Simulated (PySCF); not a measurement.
CH₃S, SMILES C[S], multiplicity 2. Atoms are numbered in the order given.

```xyz
5

C     -1.1057    -0.0086     0.0000
S      0.6917    -0.0020     0.0000
H     -1.5066    -0.4786     0.8974
H     -1.4196     1.0407     0.0000
H     -1.5066    -0.4786    -0.8974
```
Charge 0, spin multiplicity 2.

Geometry: B3LYP-D3(BJ)/def2-TZVP. The isomer is the one that the SMILES or the coordinates give; other isomers of the formula were not compared.

All values below come from PBE0/pcH-1 (PySCF).

Unrestricted Kohn–Sham, ⟨S²⟩ = 0.753. Hyperfine tensors hold the contact and dipolar terms, without spin-orbit corrections.

Computed hyperfine couplings:
```csv
nucleus,A(iso) (MHz),A(iso) (G),dipolar principal values (MHz)
13C no. 1,-18.4,-6.6,"-3.2, -1.8, 4.9"
33S no. 2,9.1,3.2,"-88.3, -86.5, 174.7"
1H no. 3,23.7,8.5,"-3.7, -3.1, 6.8"
1H no. 4,111.2,39.7,"-6.0, -1.7, 7.7"
1H no. 5,23.7,8.5,"-3.7, -3.1, 6.8"
```
